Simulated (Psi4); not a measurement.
Psi4 input (wB97X-D/6-31G*):

```
memory 1500 MB

molecule {
0 2
C     0.05713489    0.62201518    0.05144694
N    -0.00528734   -0.81344612    0.05212403
H    -0.94857585    1.06891843    0.03510111
H    -0.51054075   -1.09359063   -0.79570070
H     0.58587122    0.98412688    0.93348780
H     0.56744742    1.00257708   -0.84643810
symmetry c1
no_reorient
no_com
}

set {
  basis 6-31G*
  reference uks
  scf_type pk
  dft_radial_points 99
  dft_spherical_points 590
  e_convergence 1e-8
  d_convergence 1e-7
  maxiter 150
}

e = energy('wb97x-d')
print_out(f'\nFINAL {e:.10f} DIPOLE {variable("CURRENT DIPOLE")[0]:.6f} {variable("CURRENT DIPOLE")[1]:.6f} {variable("CURRENT DIPOLE")[2]:.6f}\n')
```

Output:

```
   => Loading Basis Set <=

    Name: 6-31G*
    Role: ORBITAL
    Keyword: BASIS
    atoms 1   entry C          line   111 file 6-31gs.gbs
    atoms 2   entry N          line   128 file 6-31gs.gbs
    atoms 3-6 entry H          line    44 file 6-31gs.gbs

   => WB97X-D: Empirical Dispersion <=

    Chai and Head-Gordon Dispersion Correction
    Chai, J.-D.; Head-Gordon, M. (2010), J. Chem. Phys., 132: 6615-6620

        s6 =       1.000000

         ---------------------------------------------------------
                                   SCF
               by Justin Turney, Rob Parrish, Andy Simmonett
                          and Daniel G. A. Smith
                              UKS Reference
         ---------------------------------------------------------

  ==> Geometry <==

    Molecular point group: c1
    Full point group: C1

    Geometry (in Angstrom), charge = 0, multiplicity = 2:

       Center              X                  Y                   Z               Mass
    ------------   -----------------  -----------------  -----------------  -----------------
         C            0.057134890000     0.622015180000     0.051446940000    12.000000000000
         N           -0.005287340000    -0.813446120000     0.052124030000    14.003074004430
         H           -0.948575850000     1.068918430000     0.035101110000     1.007825032230
         H           -0.510540750000    -1.093590630000    -0.795700700000     1.007825032230
         H            0.585871220000     0.984126880000     0.933487800000     1.007825032230
         H            0.567447420000     1.002577080000    -0.846438100000     1.007825032230

  Running in c1 symmetry.

  Rotational constants: A =      4.14857  B =      0.84576  C =      0.80691 [cm^-1]
  Rotational constants: A = 124371.14182  B =  25355.17276  C =  24190.62399 [MHz]
  Nuclear repulsion =   36.170962236439600

  Charge       = 0
  Multiplicity = 2
  Electrons    = 17
  Nalpha       = 9
  Nbeta        = 8

  ==> Algorithm <==

  SCF Algorithm Type is PK.
  DIIS enabled.
  MOM disabled.
  Fractional occupation disabled.
  Guess Type is SAD.
  Energy threshold   = 1.00e-08
  Density threshold  = 1.00e-07
  Integral threshold = 1.00e-12

  ==> Primary Basis <==

  Basis Set: 6-31G*
    Blend: 6-31G*
    Number of shells: 20
    Number of basis functions: 38
    Number of Cartesian functions: 38
    Spherical Harmonics?: false
    Max angular momentum: 2

  ==> DFT Potential <==

   => LibXC <=

    Version 7.1.2
    S. Lehtola, C. Steigemann, M. J. T. Oliveira, and M. A. L. Marques,  SoftwareX 7, 1–5 (2018) (10.1016/j.softx.2017.11.002)

   => Composite Functional: WB97X-D <=

    wB97X-D Hyb-GGA Exchange-Correlation Functional

    J.-D. Chai and M. Head-Gordon,  Phys. Chem. Chem. Phys. 10, 6615–6620 (2008) (10.1039/B810189B)

    Deriv               =              1
    GGA                 =           TRUE
    Meta                =          FALSE

    Exchange Hybrid     =           TRUE
    MP2 Hybrid          =          FALSE

   => Exchange-Correlation Functionals <=

    1.0000   wB97X-D range-separated functional

   => Exact (HF) Exchange <=

    0.7780            HF,LR [omega = 0.2000]
    0.2220               HF

   => LibXC Density Thresholds  <==

    XC_HYB_GGA_XC_WB97X_D:  1.00E-14

   => Molecular Quadrature <=

    Radial Scheme          =       TREUTLER
    Pruning Scheme         =           NONE
    Nuclear Scheme         =       TREUTLER

    Blocking Scheme        =         OCTREE
    BS radius alpha        =              1
    Pruning alpha          =              1
    Radial Points          =             99
    Spherical Points       =            590
    Total Points           =         333292
    Total Blocks           =           2444
    Max Points             =            256
    Max Functions          =             38
    Weights Tolerance      =       1.00E-15

  ==> Integral Setup <==

  Using in-core PK algorithm.
   Calculation information:
      Number of atoms:                   6
      Number of AO shells:              20
      Number of primitives:             46
      Number of atomic orbitals:        38
      Number of basis functions:        38

      Integral cutoff                 1.00e-12
      Number of threads:                 1

  Performing in-core PK
  Using 824733 doubles for integral storage.
  We computed 22154 shell quartets total.
  Whereas there are 22155 unique shell quartets.

  Computing range-separated integrals for PK
  We computed 22154 wK shell quartets total.
  Whereas there are 22155 wK unique shell quartets.

  ==> DiskJK: Disk-Based J/K Matrices <==

    J tasked:                  Yes
    K tasked:                  Yes
    wK tasked:                 Yes
    Omega:               2.000E-01
    Schwarz Cutoff:          1E-12


  Cached 100.0% of DFT collocation blocks in 0.352 [GiB].

  Minimum eigenvalue in the overlap matrix is 9.0504974232E-03.
  Reciprocal condition number of the overlap matrix is 1.4882165472E-03.
    Using symmetric orthogonalization.

  ==> Pre-Iterations <==

  SCF Guess: Superposition of Atomic Densities via on-the-fly atomic UHF (no occupation information).

   -------------------------
    Irrep   Nso     Nmo
   -------------------------
     A         38      38
   -------------------------
    Total      38      38
   -------------------------

  ==> Iterations <==

                        Total Energy        Delta E     RMS |[F,P]|

   @UKS iter SAD:   -94.51512899821770   -9.45151e+01   0.00000e+00
   @UKS iter   1:   -95.05199936598959   -5.36870e-01   1.12999e-02 DIIS/ADIIS
   @UKS iter   2:   -95.10127515828124   -4.92758e-02   9.01089e-03 DIIS/ADIIS
   @UKS iter   3:   -95.15411759513486   -5.28424e-02   8.09316e-04 DIIS/ADIIS
   @UKS iter   4:   -95.15500208383003   -8.84489e-04   4.53671e-04 DIIS/ADIIS
   @UKS iter   5:   -95.15524774901205   -2.45665e-04   1.37160e-04 DIIS/ADIIS
   @UKS iter   6:   -95.15528283559017   -3.50866e-05   3.07104e-05 DIIS
   @UKS iter   7:   -95.15528559467559   -2.75909e-06   6.10878e-06 DIIS
   @UKS iter   8:   -95.15528567763775   -8.29622e-08   1.61163e-06 DIIS
   @UKS iter   9:   -95.15528568456941   -6.93166e-09   4.11953e-07 DIIS
   @UKS iter  10:   -95.15528568503562   -4.66216e-10   9.40672e-08 DIIS
  Energy and wave function converged.

  ==> Post-Iterations <==

   Electrons on quadrature grid:
      Nalpha   =    9.0000000331 ; deviation = 3.308e-08
      Nbeta    =    7.9999999968 ; deviation = -3.157e-09
      Ntotal   =   17.0000000299 ; deviation = 2.992e-08

   @Spin Contamination Metric:   3.641149203E-03
   @S^2 Expected:                7.500000000E-01
   @S^2 Observed:                7.536411492E-01
   @S   Expected:                5.000000000E-01
   @S   Observed:                5.000000000E-01

    Orbital Energies [Eh]
    ---------------------

    Alpha Occupied:

       1A    -14.462598     2A    -10.318455     3A     -0.981711
       4A     -0.750653     5A     -0.558106     6A     -0.528461
       7A     -0.488342     8A     -0.366823     9A     -0.346098

    Alpha Virtual:

      10A      0.175501    11A      0.221966    12A      0.247827
      13A      0.255664    14A      0.309831    15A      0.635806
      16A      0.654720    17A      0.660261    18A      0.795932
      19A      0.818556    20A      0.870779    21A      0.939448
      22A      0.943494    23A      1.012583    24A      1.036469
      25A      1.084273    26A      1.419466    27A      1.536523
      28A      1.611082    29A      1.751202    30A      2.083083
      31A      2.140146    32A      2.209538    33A      2.377853
      34A      2.427995    35A      2.429401    36A      2.748275
      37A      3.728005    38A      4.325956

    Beta Occupied:

       1A    -14.446587     2A    -10.319150     3A     -0.941351
       4A     -0.732477     5A     -0.545848     6A     -0.503000
       7A     -0.481079     8A     -0.343116

    Beta Virtual:

       9A      0.002251    10A      0.181019    11A      0.227835
      12A      0.254606    13A      0.257002    14A      0.319288
      15A      0.639760    16A      0.661626    17A      0.666079
      18A      0.807815    19A      0.880090    20A      0.885883
      21A      0.951040    22A      0.952499    23A      1.019761
      24A      1.047113    25A      1.091320    26A      1.430277
      27A      1.563688    28A      1.623279    29A      1.816211
      30A      2.115109    31A      2.146178    32A      2.233759
      33A      2.416022    34A      2.433744    35A      2.450796
      36A      2.763553    37A      3.769388    38A      4.326294

    Final Occupation by Irrep:
              A
    DOCC [     8 ]
    SOCC [     1 ]
    NA   [     9 ]
    NB   [     8 ]

  @UKS Final Energy:   -95.15528568503562

   => Energetics <=

    Nuclear Repulsion Energy =             36.1709622364395997
    One-Electron Energy =                -199.1900286696846365
    Two-Electron Energy =                  77.2516276197321190
    DFT Exchange-Correlation Energy =      -9.3870075629895258
    Empirical Dispersion Energy =          -0.0008393085331830
    VV10 Nonlocal Energy =                  0.0000000000000000
    Total Energy =                        -95.1552856850356221

  UHF NO Occupations:
  HONO-2 :    7  A 1.9996360
  HONO-1 :    8  A 1.9991013
  HONO-0 :    9  A 1.0000000
  LUNO+0 :   10  A 0.0008987
  LUNO+1 :   11  A 0.0003640
  LUNO+2 :   12  A 0.0003523
  LUNO+3 :   13  A 0.0001708

Computation Completed

Properties will be evaluated at   0.000000,   0.000000,   0.000000 [a0]

Properties computed using the SCF density matrix

 Multipole Moments:

 ------------------------------------------------------------------------------------
     Multipole            Electronic (a.u.)      Nuclear  (a.u.)        Total (a.u.)
 ------------------------------------------------------------------------------------

 L = 1.  Multiply by 2.5417464519 to convert [e a0] to [Debye]
 Dipole X            :         -0.2822973            0.0000000           -0.2822973
 Dipole Y            :          0.5561575            0.0000000            0.5561575
 Dipole Z            :         -0.5273339           -0.0000001           -0.5273339
 Magnitude           :                                                    0.8167521

 ------------------------------------------------------------------------------------

FINAL -95.1552856850 DIPOLE -0.282297 0.556158 -0.527334

*** Psi4 exiting successfully. Buy a developer a beer!
```
